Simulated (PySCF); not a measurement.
Gas-phase reaction: 2 HBO₂ + 6 F → BF₃.H₂O + BF₃ + O₃

Computed with PySCF (xtb for GFN2) and rigid-rotor harmonic-oscillator thermochemistry at 1 bar. † marks an energy on the PBE0/def2-TZVP geometry and frequencies; other levels use their own. MP2 and CCSD(T) freeze the core. Open shells (unrestricted): F (multiplicity 2, electronic degeneracy 6); the rest are closed-shell singlets. GFN2 has no spin-polarisation term. Spin-orbit splitting is ignored; it lowers the true energy and changes the entropy of F. B3LYP is the form with VWN-RPA correlation. Adducts (BF₃.H₂O) have no counterpoise correction, and HF, PBE, BLYP, B3LYP and PBE0 lack dispersion. BF₃.H₂O: computed as isolated molecules; such fragments, hydroxides, amides, oligomers or adducts are transient or little studied in the gas. MP2 isn't extrapolated to the basis-set limit; its ΔH°(298 K) is -1775.4 kJ in def2-SVP and -1870.4 kJ in def2-TZVPP. CCSD(T) isn't extrapolated to the basis-set limit; its ΔH°(298 K) is -1633.7 kJ in def2-SVP and -1719.0 kJ in def2-TZVPP. The harmonic model lacks anharmonicity and excited electronic states, which grow with temperature; levels with a mode under 35 cm⁻¹ are left out. Strong static correlation: O₃. Internal rotation in BF₃.H₂O is treated as a harmonic vibration of one conformer, which makes the entropy rough. Warning, large T1 diagnostic: O₃ (CCSD(T)/def2-SVP†, CCSD(T)/def2-TZVPP†).

```tsv
level	ΔE electronic, kJ	ΔH°(298 K), kJ	ΔS°(298 K), J/K	ΔG°(1800 K), kJ
B3LYP/def2-TZVP†	-1729	-1703	-636	-529
CCSD(T)/def2-SVP†	-1659	-1634	-636	-460
CCSD(T)/def2-TZVPP†	-1745	-1719	-636	-545
GFN2-xTB	-1390	-1370	-633	-204
HF/def2-TZVP†	-861	-835	-636	338
MP2/def2-SVP†	-1801	-1775	-636	-602
PBE/def2-SVP	-2020	-1997	-642	-814
PBE/def2-TZVP†	-1932	-1906	-636	-732
PBE0/def2-TZVP	-1751	-1725	-636	-552
r2SCAN/def2-TZVP†	-1820	-1794	-636	-620
LDA/def2-TZVP†	-2387	-2361	-636	-1187
```
ΔH° is lowest at LDA/def2-TZVP† and highest at HF/def2-TZVP†. No reference value is set beside these.
